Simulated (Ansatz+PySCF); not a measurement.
Two shapes of doublet HO₃.

Shape 1:

```xyz
4

H     0.0000    0.2004   -1.3978
O     0.0000   -0.4761   -0.6989
O     0.0000    0.4658    0.5272
O     0.0000   -0.1901    1.5694
```

Shape 2:

```xyz
4

H     0.0000    0.1943   -1.4057
O     0.0000   -0.4822   -0.7068
O     0.0000    0.4719    0.5352
O     0.0000   -0.1840    1.5774
```

Basis set: cc-pVTZ (spherical functions). Correlated methods keep 3 orbitals frozen. Correlation on ROHF uses semicanonical orbitals with singles. Charge 0, multiplicity 2.

Computed with Ansatz (development build ahead of 0.2.0) and PySCF 2.14.0; each method stands on the lowest determinant of its kind that the runs found.

Which shape is lower in energy, and by how much in each method?

```tsv
method	E(2) − E(1) (eV)
ROHF	0.072
UHF-MP2	0.088
UHF-CCSD	0.020
ROHF-CCSD(T)	-0.005
UHF-CCSD(T)	0.009
```

Shape 1 is lower, bar methods that put the two within 0.005 eV. Caution for UHF-MP2, UHF-CCSD, UHF-CCSD(T): the unrestricted determinant is spin contaminated. Caution for UHF-MP2: forces differ strongly between restricted and unrestricted references; MP2 forces lie far from those of the mean fields. Caution for UHF-MP2, UHF-CCSD(T): another reference gives a lower total. Caution for ROHF-CCSD(T): large amplitudes, a single reference is doubtful.
